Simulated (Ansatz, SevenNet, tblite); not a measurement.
How well does each level of theory give the c axis length of 2H WSe₂?

Reference value: 12.96 Å (measured, 300 K, no zero-point or thermal correction; as tabulated in arXiv:1605.07067).

```json
[
 {"level (code)": "IPEA1-xTB (tblite)", "value (Å)": "12.194", "difference (%)": "-5.91"},
 {"level (code)": "SevenNet-l3i5", "value (Å)": "14.898", "difference (%)": "+15.0"},
 {"level (code)": "PBE (Ansatz)", "value (Å)": "15.107", "difference (%)": "+16.6"},
 {"level (code)": "rVV10 (Ansatz)", "value (Å)": "13.181", "difference (%)": "+1.71"},
 {"level (code)": "HSE06 (Ansatz)", "value (Å)": "14.658", "difference (%)": "+13.1"}
]
```

Leaving aside IPEA1-xTB (doubt noted below): Closest of the ranked levels: rVV10 (+1.71 %). Farthest off among them: PBE (+16.6 %). All 4 levels lie above the reference.

The measured value isn't corrected to a static lattice, so vibrations enter the comparison. The crystal itself was run without spin with PBE, HSE06; a magnetic state was not tried in these runs. Density-functional levels without +SOC have no spin–orbit coupling. IPEA1-xTB: the cell has another shape than the first-principles one, perhaps another minimum in the same group. IPEA1-xTB: this parameter set was refitted to ionisation energies, not structures. IPEA1-xTB: the run uses a supercell at the zone centre in place of a k mesh. PBE: for a layered or molecular solid the relaxed cell lies over 5 % above the published volume, where the minimum can be shallow. PBE, HSE06: the cell comes from a level without a dispersion term, which matters for the spacing of layers, chains or molecules. Cutoffs and k meshes differ between the levels. Ansatz's density-functional and Hartree–Fock values are scalar-relativistic unless marked +SOC, with PAW data made under PBE.

Machine-learned potentials (SevenNet-l3i5) are trained on DFT data: a solid inside that data is no test of them.

Differences are worked out from the printed values.

Ansatz is a first-principles code.
